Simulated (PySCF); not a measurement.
Input of a run (PBE0-D3(BJ)/def2-TZVP geometry optimisation, gas phase (PySCF 2.14.0)), started from GFN2-xTB:
```
{"job": {"xc": "PBE0", "basis": "def2-TZVP", "d3": "d3bj", "grid": 2, "shake": 0.01, "kind": "geom"}, "charge": 1, "multiplicity": 1}
C      0.513230     0.512310    -0.136320
N     -0.519630     0.092940     0.133360
H      1.427270     0.954010    -0.410260
H     -1.382880    -0.295080     0.380220
```

Output (energies in Eh, forces in Eh/bohr):
```
step   0  E = -93.62544056  max force = 0.078152
step   1  E = -93.61631642  max force = 0.073061
step   2  E = -93.62474231  max force = 0.027344
step   3  E = -93.62730246  max force = 0.020093
step   4  E = -93.62838877  max force = 0.001953
step   5  E = -93.62843476  max force = 0.001049
step   6  E = -93.62844511  max force = 0.000114
optimisation converged
```

Task: Summarise the run.

Result: The energy falls by 7.9 kJ/mol over 7 energy and gradient evaluations, the largest force component goes from 0.0782 to 1.1e-04 Eh/bohr, and the atoms move by 0.025 Å rms after alignment. The bond that changes most is N2–H4 (ends: nitrogen bonded to C and H; N–H hydrogen), which lengthens by 0.037 Å. Bonds longer at the end by more than 0.005 Å: 2 of 3; shorter: 1. Among the angles that change most is N2–C1–H3, from 176.1° to 180.0°. The energy rose by more than 1e-6 Eh at step 1.

Task: What are the final bond lengths?

Result: C1≡N2 1.129 Å, C1–H3 1.083 Å, N2–H4 1.015 Å. Numbering counts from 1 in the input's order; the species is `C#[NH+]` (protonated hydrogen cyanide Ion).

The run used 74 basis functions and 49 SCF cycles in all.

No frequency check. Isolated species at its PBE0-D3(BJ)/def2-TZVP geometry, gas phase.
